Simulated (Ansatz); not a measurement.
**MgSiP₂ (I-42d, No. 122, 8 atoms in the cell)**

All values below come from Hartree–Fock in Ansatz (plane waves, PAW).

Numerical settings: plane-wave cutoff 460 eV, 6×6×6 k mesh, Fermi–Dirac smearing 0.01 eV, scalar-relativistic PAW data made under PBE.

Cell (measured lattice):

```
CELL_PARAMETERS angstrom
     -2.86045     2.86045     5.04750
      2.86045    -2.86045     5.04750
      2.86045     2.86045    -5.04750
ATOMIC_POSITIONS crystal
  Mg 0.00000 0.00000 0.00000
  Mg 0.75000 0.25000 0.50000
  Si 0.50000 0.50000 0.00000
  Si 0.25000 0.75000 0.50000
  P  0.87500 0.83257 0.45757
  P  0.16743 0.62500 0.04243
  P  0.37500 0.41743 0.54243
  P  0.58257 0.12500 0.95757
```

```
Quantity                                Result
--------  ------------------------------------
band gap  7.37 eV (on the SCF k mesh) (direct)
```

Note: cell and atoms aren't relaxed at this level (pressure 3.9 GPa).

Computed values are for the static lattice.

Cost on a shared machine: about 19 core-minutes (a rough figure).

Ansatz is a program for electronic structure.
